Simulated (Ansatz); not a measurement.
**C₃H₆ClFO: a ladder of functionals and wavefunction methods**

Aim: compute C₃H₆ClFO with functionals from several rungs and with coupled cluster. The yardstick is the atomisation energy at the CCSD(T) limit.

Computed with Ansatz 0.2.0, Gaussian basis. Level: functionals in def2-TZVPP, the program's frozen cores in correlated methods.

The runs, in order: PBE-D4, r2SCAN-D4, PBE0-D4, B3LYP-D4, ωB97X-V, ωB97M-V, B2PLYP; CCSD(T)/def2-TZVPP; MP2/def2-QZVPP; extrapolation to the limit.

## 1. The relaxed structure

The geometry comes from an earlier relaxation with PBE0-D4/def2-TZVP; it is a stationary point, not always the lowest conformer.

SMILES `FCOCCCl`, 12 atoms, charge 0, spin multiplicity 1.

Atoms are counted from 1 here; the program's logs count them from 0.

Bond lengths: F1–C2 1.383 Å, C2–O3 1.363 Å, C2–H7 1.091 Å, C2–H8 1.098 Å, O3–C4 1.411 Å, C4–C5 1.502 Å, C4–H9 1.098 Å, C4–H10 1.097 Å, C5–Cl6 1.780 Å, C5–H11 1.089 Å, C5–H12 1.089 Å. Angles: F1–C2–O3 111.2°, F1–C2–H7 107.9°, F1–C2–H8 106.4°, O3–C2–H7 107.5°, O3–C2–H8 112.0°, H7–C2–H8 111.9°, C2–O3–C4 114.6°, O3–C4–C5 109.1°, O3–C4–H9 110.3°, O3–C4–H10 110.1°, C5–C4–H9 110.4°, C5–C4–H10 108.7°, H9–C4–H10 108.3°, C4–C5–Cl6 112.1°, C4–C5–H11 110.6°, C4–C5–H12 110.1°, Cl6–C5–H11 107.2°, Cl6–C5–H12 107.3° and more.

## 2. PBE-D4 (GGA)

in.yaml reads:

```yaml
crystal:
  periodic: [false, false, false]
  atoms:
    - {symbol: F, position_ang: [1.436976, -0.414639, 2.133124]}
    - {symbol: C, position_ang: [0.907674, -1.191004, 1.118531]}
    - {symbol: O, position_ang: [0.735493, -0.462303, -0.020967]}
    - {symbol: C, position_ang: [-0.290321, 0.504499, 0.048604]}
    - {symbol: C, position_ang: [-0.645195, 0.944089, -1.342575]}
    - {symbol: Cl, position_ang: [-1.449378, -0.346568, -2.268277]}
    - {symbol: H, position_ang: [1.622682, -1.984191, 0.896074]}
    - {symbol: H, position_ang: [-0.042091, -1.590661, 1.498206]}
    - {symbol: H, position_ang: [-1.170764, 0.089306, 0.555767]}
    - {symbol: H, position_ang: [0.052677, 1.378671, 0.616042]}
    - {symbol: H, position_ang: [0.249539, 1.227229, -1.895753]}
    - {symbol: H, position_ang: [-1.330194, 1.790275, -1.304776]}
basis:
  gaussian: {orbitals: def2-TZVPP}
hamiltonian: {xc: pbe, dispersion: d4}
output: {forces: true, orbitals: {seedname: orbitals}}
```

Launch:

```
ansatz run in.yaml --threads 4 --pin off --events-out ev --progress --plain --max-ram 10444MiB
```

The runs that follow: r2SCAN-D4 (meta-GGA); PBE0-D4 (hybrid); B3LYP-D4 (hybrid); ωB97X-V (range-separated); ωB97M-V (range-separated); B2PLYP (double hybrid); CCSD(T) in def2-TZVPP; MP2 in def2-QZVPP.

Before running them: what should the planned runs give, taken together? Wanted: atomisation energy, CCSD(T)/CBS; farthest; mean size of error, hybrid; mean size of error, range-separated; gap, smallest and largest; T1 diagnostic; triples share of the correlation energy.

**Answer**, as computed:

```
                               quantity                                  value
        atomisation energy, CCSD(T)/CBS                              47.246 eV
    functionals within 0.236 eV (0.5 %)  r2SCAN-D4, B3LYP-D4, ωB97X-V, ωB97M-V
                               farthest                     PBE-D4 (+1.377 eV)
             mean size of error, hybrid                               0.213 eV
    mean size of error, range-separated                               0.145 eV
              gap, smallest and largest   6.63 eV (PBE-D4), 13.87 eV (ωB97X-V)
                          T1 diagnostic                                 0.0107
triples share of the correlation energy                                  3.7 %
```

PBE-D4 is off by +1.377 eV, about 0.125 eV a bond. Double hybrids carry the basis error of their MP2 part in triple zeta, and no dispersion term here, so their miss is partly the set-up's. Misses under about 0.236 eV are within the doubt on the reference itself, which lacks core-valence correlation, relativity and higher excitations. Hartree-Fock recovers 72 % of the binding; the rest is correlation. The gap grows from 6.6 to 13.9 eV across the functionals, mostly with the share of exact exchange.
